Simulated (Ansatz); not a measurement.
## Heat of formation of SO2 (sulfur dioxide) from total energies

SO2 has 3 atoms, charge 0, and is taken as a singlet. SMILES: `O=S=O`. The shape is that of a PBE0-D4/def2-TZVP optimisation.

```
atom    x (Å)    y (Å)    z (Å)
   O  -0.9744   0.6459  -0.4595
   S   0.2695   0.3574   0.1868
   O   0.7049  -1.0033   0.2727
```

Total energies at B2PLYP/def2-TZVPP, 7 core orbitals frozen (Ansatz 0.2.0); the atoms run unrestricted:

```tsv
species	state	energy (Eh)
SO2	singlet	-548.496299
O	triplet	-75.051905
S	triplet	-397.990425
```

Harmonic wavenumbers at PBE0-D4/def2-TZVP, in cm⁻¹: 532, 1217, 1420.

Measured heats of formation of the gaseous atoms at 298.15 K, in kJ/mol: O 249.2, S 277.0. Spin-orbit lowering of the atoms at 298 K (mean of the ground term's levels less their thermal mean, from spectra), in kJ/mol: O 0.40, S 1.88. Take 1 Eh = 2625.50 kJ/mol, 1 cm⁻¹ = 0.0119627 kJ/mol, RT = 2.479 kJ/mol.

Q: What heat of formation follows?

A: 
1. Electronic atomisation energy: 2 × (-75.051905) + (-397.990425) − (-548.496299) = 0.402064 Eh = 1055.6 kJ/mol.
2. Zero-point energy: half the sum of the wavenumbers, 1584.5 cm⁻¹ = 19.0 kJ/mol.
3. Thermal vibrational enthalpy, Σ hcν̃/(exp(hcν̃/kT) − 1): 0.6 kJ/mol. Translation, rotation and pV of a non-linear molecule: 4 RT = 9.9 kJ/mol.
4. The 3 free atoms carry 5/2 RT each: 18.6 kJ/mol.
5. Spin-orbit coupling lowers the free atoms by 2 × 0.40 + 1.88 = 2.7 kJ/mol.
6. Atomisation enthalpy at 298 K: 1055.6 − 2.7 − 19.0 − 0.6 − 9.9 + 18.6 = 1042.0 kJ/mol.
7. Sum of the atoms' heats of formation: 775.4 kJ/mol. Heat of formation: 775.4 − 1042.0 = -266.6 kJ/mol.

The tabulated value is -296.8 kJ/mol (NIST-JANAF tables), so this level is off by +30.2 kJ/mol, or 2.8 % of the atomisation enthalpy that the table implies (1072.3 kJ/mol). Anharmonicity and any spin-orbit splitting of the molecule are left out, and so is core correlation.
